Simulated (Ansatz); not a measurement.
Results of HSE06 (PAW; Ansatz, an electronic-structure program) for 1T (CdI2-type) HfS2.

Numerical settings: plane-wave cutoff 460 eV, 9×9×4 k mesh (along the axes of the cell as run), Fermi–Dirac smearing 0.01 eV, scalar-relativistic PAW data made under PBE.

Cell (measured lattice):

```cif
data_HfS2
_chemical_formula_sum 'Hf1 S2'
_space_group_name_H-M_alt 'P-3m1'
_space_group_IT_number 164
_space_group_name_Hall '-P 3 2"'
_cell_length_a 3.63500
_cell_length_b 3.63500
_cell_length_c 5.83700
_cell_angle_alpha 90.000
_cell_angle_beta 90.000
_cell_angle_gamma 120.000
loop_
_atom_site_label
_atom_site_type_symbol
_atom_site_symmetry_multiplicity
_atom_site_Wyckoff_symbol
_atom_site_fract_x
_atom_site_fract_y
_atom_site_fract_z
_atom_site_occupancy
Hf1 Hf 1 a 0.00000 0.00000 0.00000 1
S1 S 2 d 0.33333 0.66667 0.24471 1
```

Q: Estimate the band gap, smallest direct gap on the k points sampled and direct gap at Γ that the calculation returns.

A: 
* **band gap**: 1.85 eV
* **smallest direct gap on the k points sampled**: 2.82 eV
* **direct gap at Γ**: 2.83 eV

Measured, for comparison: band gap 1.8 eV (temperature not stated, no zero-point or thermal correction, fundamental, indirect, our sources range from 1.80 to 1.96; as tabulated in Rybak et al. (2022), arXiv:2210.12074).

Note: cell and atoms aren't relaxed at this level (pressure 1.6 GPa).

Spin–orbit coupling is not included.

The computed numbers hold no vibrational or temperature effects.

The result took very roughly 7 core-minutes.
